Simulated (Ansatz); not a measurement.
# C3H5N: basis-set convergence

How large a basis does C3H5N need? Two functionals are run in growing sets.

Program: Ansatz 0.2.0, Gaussian basis. Level of theory: one geometry, several basis sets. These are calculated values, not measurements.

Levels to be run: PBE0-D4/def2-SVP; ωB97M-V/def2-SVP; PBE0-D4/def2-QZVPP; ωB97M-V/def2-QZVPP; the functionals' def2-TZVPP values are taken from earlier runs.

### 1 The relaxed structure

The geometry comes from an earlier relaxation with PBE0-D4 in a triple-zeta def2 set; it is a stationary point, not always the lowest conformer.

SMILES `NC1C=C1`, 9 atoms, charge 0, spin multiplicity 1.

Atoms are counted from 1 here; the program's logs count them from 0.

Bond lengths: N1–C2 1.440 Å, N1–H5 1.013 Å, N1–H6 1.013 Å, C2–C3 1.495 Å, C2–C4 1.479 Å, C2–H7 1.090 Å, C3–C4 1.297 Å, C3–H8 1.079 Å, C4–H9 1.079 Å. Angles: C2–N1–H5 111.0°, C2–N1–H6 110.5°, H5–N1–H6 107.8°, N1–C2–C3 123.5°, N1–C2–C4 120.2°, N1–C2–H7 110.6°, C3–C2–C4 51.7°, C3–C2–H7 119.8°, C4–C2–H7 119.6°, C2–C3–C4 63.5°, C2–C3–H8 148.0°, C4–C3–H8 148.3°, C2–C4–C3 64.8°, C2–C4–H9 146.3°, C3–C4–H9 148.7°.

### 2 PBE0-D4 in def2-SVP

in.yaml

```yaml
crystal:
  periodic: [false, false, false]
  atoms:
    - {symbol: N, position_ang: [-0.225668, 1.288804, -0.575677]}
    - {symbol: C, position_ang: [0.496770, 0.102829, -0.193413]}
    - {symbol: C, position_ang: [-0.164140, -1.202160, 0.115746]}
    - {symbol: C, position_ang: [0.263458, -0.515532, 1.129861]}
    - {symbol: H, position_ang: [-0.244909, 1.393170, -1.582985]}
    - {symbol: H, position_ang: [-1.184138, 1.240025, -0.251314]}
    - {symbol: H, position_ang: [1.503920, 0.115163, -0.611274]}
    - {symbol: H, position_ang: [-0.695070, -2.068036, -0.247915]}
    - {symbol: H, position_ang: [0.338277, -0.400663, 2.199973]}
basis:
  gaussian: {orbitals: def2-SVP}
hamiltonian: {xc: pbe0, dispersion: d4}
output: {orbitals: {seedname: orbitals}}
```

Run with:

```sh
$ ansatz run in.yaml --threads 2 --pin off --events-out ev --progress --plain --max-ram 4352MiB
```

After this run come: ωB97M-V in def2-SVP; PBE0-D4 in def2-QZVPP; ωB97M-V in def2-QZVPP.

Before running them: what should the planned runs give, taken together? Wanted: PBE0-D4: double and triple zeta above quadruple; ωB97M-V: double and triple zeta above quadruple.

As calculated:

| quantity | value |
| --- | --- |
| PBE0-D4: double and triple zeta above quadruple | 5.49, 0.28 eV |
| ωB97M-V: double and triple zeta above quadruple | 5.71, 0.26 eV |

In words: PBE0-D4 gains 5.21 eV from double to triple zeta, then 0.28 eV more. These are total energies; as a rule much of such shifts cancels in differences, which this series doesn't test. The LUMO of ωB97M-V is positive and keeps falling with the basis (2.60 to 1.98 eV): an unbound level that the basis holds in place.
